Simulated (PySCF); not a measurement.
Computed IR spectrum (relative IR intensity) of a molecule C4H5N. Geometry optimised at B3LYP-D3(BJ)/def2-SVP. Other conformers were not sampled. Method: B3LYP-D3(BJ)/def2-SVP (PySCF 2.14.0). No scaling factor is applied to the harmonic values.

| ν (cm⁻¹) | relative intensity |
|---|---|
| 518 | 63 |
| 731 | 100 |
| 1028 | 23 |
| 1059 | 22 |
| 1088 | 7.7 |
| 1154 | 2.5 |
| 1187 | 3.2 |
| 1303 | 2.0 |
| 1434 | 2.9 |
| 1470 | 3.9 |
| 1510 | 7.8 |
| 1584 | 2.8 |
| 3234 | 2.1 |
| 3245 | 2.2 |
| 3260 | 2.2 |
| 3667 | 62 |

Q: Which molecule gave these data?
A) C/C=C/C#N
B) c1cc[nH]c1
C) C1=CCN=C1
D) N#CC1CC1

A: B, c1cc[nH]c1
